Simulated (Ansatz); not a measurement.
A nudged elastic band was laid between two geometries of ClH₂SSi (5 atoms, charge 0, multiplicity 2).

Theory: UHF/def2-SVP (Ansatz).

* movable images: 5
* climbing image: yes
* spring: 5.0 eV/Å²
* optimiser: quadratic models (default)
* start path: through a guess of the saddle point
* force threshold: 0.05 eV/Å
* iteration limit: 60
* end points: relaxed

Image 0:

```xyz
5
Properties=species:S:1:pos:R:3
S -1.496 0.118 -0.100
Si 0.645 0.078 -0.276
Cl 1.342 1.849 0.541
H -1.683 -1.071 -0.685
H 1.241 -1.048 0.478
```

Image 6:

```xyz
5
Properties=species:S:1:pos:R:3
S -1.597 -0.238 0.171
Si 0.457 0.043 0.719
Cl 1.283 1.770 -0.085
H -1.380 -0.560 -1.109
H 1.286 -1.089 0.263
```

(1) Which bonds break or form, and what moves?

(2) Give the energies along the band, and the barrier.

(3) What is the geometry of the highest image?

(4) What are the harmonic wavenumbers there?

The band took 11 iterations and roughly 60 core-seconds.

Answers

(1) No bond is made or broken. The height of Si2 over the plane of its neighbours goes from -0.63 to 0.59 Å.

(2) It converged. The highest image is number 4 of 0 to 6, 17.5 kcal/mol above the ends, which have the same energy within 2 meV. A vibrational analysis at the climbing image gives one clearly imaginary mode, 1057i cm⁻¹: a first-order saddle point.

```csv
image,path coordinate (Å),energy (kcal/mol),height of Si2 over the plane of its neighbours (Å)
0,0.00,0.0,-0.63
1,0.38,0.2,-0.62
2,0.77,0.4,-0.61
3,1.15,2.2,-0.45
4,1.53,17.5,-0.02
5,1.92,3.2,0.40
6,2.30,0.0,0.59
```

(3) 
```xyz
5
Properties=species:S:1:pos:R:3
S -1.566 -0.322 0.184
Si 0.523 -0.031 0.292
Cl 1.305 1.858 0.021
H -1.696 -0.498 -1.137
H 1.485 -1.081 0.599
```

(4) 1057i, 186, 270, 501, 629, 832, 839, 2443, 2814 cm⁻¹.

Time of the run: 62 s on 1 thread of Intel(R) Xeon(R) Platinum 8488C (Sapphire Rapids), on a shared host, peak memory 0.14 GiB.
